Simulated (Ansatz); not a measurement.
# Al₂H₄ (singlet): PBE, r2SCAN, PBE0, B3LYP, wB97M-V, B2PLYP, RPA-PBE over vertical spin and charge gaps, cc-pVDZ

How well do these functionals follow the top wave-function level for Al₂H₄ (singlet) over vertical spin and charge gaps?

Computed with Ansatz 0.2.0, Gaussian basis. Level: cc-pVDZ, all electrons in the functionals, frozen cores in the correlation of double hybrids and RPA.

To be run: PBE, r2SCAN, PBE0, B3LYP, wB97M-V, B2PLYP, RPA-PBE, at charge 0, singlet; charge 0, triplet; charge 1, doublet.

3 further runs of the same task are left out: 3 set aside as unsound or not needed.

## Step 1: The geometry

The geometry is a PBE0/def2-TZVP stationary point (not a proven minimum).

6 atoms, charge 0, spin multiplicity 1.

Atoms are counted from 1 here; the program's logs count them from 0.

Bond lengths: Al1–Al2 2.617 Å, Al1–H3 1.595 Å, Al1–H4 1.595 Å, Al2–H5 1.595 Å, Al2–H6 1.595 Å. Angles: Al2–Al1–H3 121.9°, Al2–Al1–H4 121.9°, H3–Al1–H4 116.1°, Al1–Al2–H5 121.9°, Al1–Al2–H6 121.9°, H5–Al2–H6 116.1°.

No dispersion term is added; wB97M-V holds VV10 nonlocal correlation. B3LYP takes the VWN-RPA correlation.

The geometry shown and the zero of energy belong to the point charge 0, singlet. The yardstick, UCCSDT(Q), and other wave-function levels (R restricted, U unrestricted, valence and pair active spaces) come from earlier runs.

## Step 2: PBE, charge 0, singlet

File in.yaml:

```yaml
crystal:
  periodic: [false, false, false]
  atoms:
    - {symbol: Al, position_ang: [0.000000, 0.000000, 1.308589]}
    - {symbol: Al, position_ang: [0.000000, 0.000000, -1.308589]}
    - {symbol: H, position_ang: [0.000000, 1.353331, 2.152404]}
    - {symbol: H, position_ang: [0.000000, -1.353331, 2.152404]}
    - {symbol: H, position_ang: [0.000000, 1.353331, -2.152404]}
    - {symbol: H, position_ang: [0.000000, -1.353331, -2.152404]}
basis:
  gaussian: {orbitals: cc-pVDZ}
hamiltonian: {xc: {name: PBE}}
output: {orbitals: {seedname: orbitals}}
```

Command:

```console
> ansatz run in.yaml --threads 1 --pin off --events-out ev --progress --plain --max-ram 2816MiB --backend cpu
```

The runs that follow: PBE, charge 0, triplet; PBE, charge 1, doublet; r2SCAN, charge 0, singlet; r2SCAN, charge 0, triplet; r2SCAN, charge 1, doublet; PBE0, charge 0, singlet; PBE0, charge 0, triplet; PBE0, charge 1, doublet; B3LYP, charge 0, singlet; B3LYP, charge 0, triplet; B3LYP, charge 1, doublet; wB97M-V, charge 0, singlet; wB97M-V, charge 0, triplet; wB97M-V, charge 1, doublet; B2PLYP, charge 0, singlet; B2PLYP, charge 0, triplet; B2PLYP, charge 1, doublet; RPA-PBE, charge 0, singlet; RPA-PBE, charge 0, triplet; RPA-PBE, charge 1, doublet.

Q: Predict the results of all the runs planned. Wanted: singlet to triplet, UCCSDT(Q); ionisation to the doublet cation, UCCSDT(Q); largest miss, PBE; largest miss, r2SCAN; largest miss, PBE0; largest miss, B3LYP; largest miss, wB97M-V; largest miss, B2PLYP; largest miss, RPA-PBE.

The runs gave:

```
                                   quantity                                             value
              singlet to triplet, UCCSDT(Q)                                     48.4 kcal/mol
ionisation to the doublet cation, UCCSDT(Q)                                    206.4 kcal/mol
                          largest miss, PBE                -7.5 kcal/mol (singlet to triplet)
                       largest miss, r2SCAN                -8.4 kcal/mol (singlet to triplet)
                         largest miss, PBE0                -4.0 kcal/mol (singlet to triplet)
                        largest miss, B3LYP                -0.6 kcal/mol (singlet to triplet)
                      largest miss, wB97M-V                +5.9 kcal/mol (singlet to triplet)
                       largest miss, B2PLYP                +1.4 kcal/mol (singlet to triplet)
                      largest miss, RPA-PBE  +1.5 kcal/mol (ionisation to the doublet cation)
                     largest miss, RCCSD(T)                +0.3 kcal/mol (singlet to triplet)
                     largest miss, UCCSD(T)                +0.3 kcal/mol (singlet to triplet)
```

In words: Of the functionals, B3LYP keep the smallest largest miss at the points compared (at most 0.6 kcal/mol) and r2SCAN strays most (8.4 kcal/mol, at singlet to triplet). Functionals and the yardstick converge differently with the basis, so part of each miss in cc-pVDZ is the basis.
